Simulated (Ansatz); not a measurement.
C2H5NO can be A, `NC1CO1`, or B, `CNC=O`.

Gas-phase electronic energies from Ansatz, PBE0-D4/def2-TZVP geometries. CCSD(T)/CBS adds triple-zeta CCSD(T) − MP2 to the extrapolated MP2 energy (def2 sets, frozen cores). Functionals use def2-TZVPP. B3LYP here is the variant with VWN-RPA as its local correlation; programs differ in this. Each species was taken in one conformer, which may not be the lowest.

**Question.** Which isomer does CCSD(T)/CBS put lower? Give the gap. (Best estimate.)

**Answer.** Computed: B, by 30.8 kcal/mol.

**Question.** Give E(B) − E(A) in kcal/mol with B3LYP-D4, r2SCAN-D4, PBE0-D4, B2PLYP, CCSD/def2-TZVPP, BLYP-D4, CCSD(T)/def2-SVP. (Best estimate.)

**Answer.** Computed: B3LYP-D4 -34.8, r2SCAN-D4 -32.4, PBE0-D4 -30.8, B2PLYP -33.8, CCSD/def2-TZVPP -30.9, BLYP-D4 -36.0, CCSD(T)/def2-SVP -35.6. None reverses the order clearly.

**Question.** Does the order hold for the free energy at 298.15 K (harmonic terms from PBE0-D4)? (An estimate is asked.)

**Answer.** The calculation gave: Yes: G(B) − G(A) = -32.2 kcal/mol, for one conformer each.

Largest T1 diagnostic: 0.015.

At CCSD(T), def2-SVP lies −4.8 kcal/mol from the extrapolated value and def2-TZVPP −0.3 kcal/mol. From r2SCAN to r2SCAN0 (25 % exact exchange), in def2-TZVPP and without D4, E(B) − E(A) moves by +1.1 kcal/mol.
